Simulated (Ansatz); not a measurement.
# AlH4Si: the cost of one run

The runs use Ansatz 0.2.0; UKS PBE0-D4/def2-TZVP.

### 1 Where the work starts

SMILES `[AlH][SiH3]`, 6 atoms, charge 0, spin multiplicity 2.

Atoms are counted from 1 here; the program's logs count them from 0.

Bond lengths: Al1–Si2 2.488 Å, Al1–H3 1.623 Å, Si2–H4 1.512 Å, Si2–H5 1.512 Å, Si2–H6 1.507 Å. Angles: Si2–Al1–H3 117.3°, Al1–Si2–H4 110.4°, Al1–Si2–H5 111.2°, Al1–Si2–H6 112.6°, H4–Si2–H5 107.4°, H4–Si2–H6 107.5°, H5–Si2–H6 107.6°.

As a file:

```xyz
6
AlH4Si
Al    0.7290   -1.1115    1.2525
Si   -0.3312    0.6105   -0.1961
H     1.3067   -2.4426    0.5250
H    -1.5441    0.0370   -0.8933
H     0.6241    1.0859   -1.2670
H    -0.7845    1.8206    0.5788
```

This geometry comes from a loose relaxation at PBE in a small basis, which is not shown.

### 3 The grid

First coordinate, bond length Si2–H4: 13 values from 1.224 to 2.240 Å. Second coordinate, angle H5–Si2–H4: 13 values from 82.7 to 132.7 °.

Nothing else is relaxed (all other coordinates rigid). Energies count from the relaxed molecule at the same level. Points are written as (first, second).

(The set-up runs are not shown.)

### 4 Grid point (1.224 Å, 82.7°)

The input, input.yaml:

```yaml
crystal:
  periodic: [false, false, false]
  atoms:
    - { symbol: Al, position_ang: [0.728187, -1.10693, 1.237311] }
    - { symbol: Si, position_ang: [-0.331771, 0.60927, -0.198547] }
    - { symbol: H, position_ang: [1.298462, -2.429533, 0.529418] }
    - { symbol: H, position_ang: [-1.314509, 0.145205, -0.761614] }
    - { symbol: H, position_ang: [0.122032, 0.849057, -1.600611] }
    - { symbol: H, position_ang: [-0.778454, 1.803575, 0.57044] }
magnetization:
  spin_polarized: true
  initial_magnetization: 1
basis:
  gaussian: { orbitals: def2-TZVP }
hamiltonian:
  xc: pbe0
  dispersion: d4
output:
  forces: true
```

Run with:

```bash
$ ansatz run input.yaml --threads 1 --pin off --max-ram 2560MiB --backend cpu --events-out ev --progress --plain --runs-dir out
```

**Question.** How long does this run take on 1 thread of Intel Xeon Platinum 8259CL at 2.50GHz (Skylake/Cascade Lake), shared host, and how much memory does it need?

About 3.4 s, with a peak of 0.19 GiB.
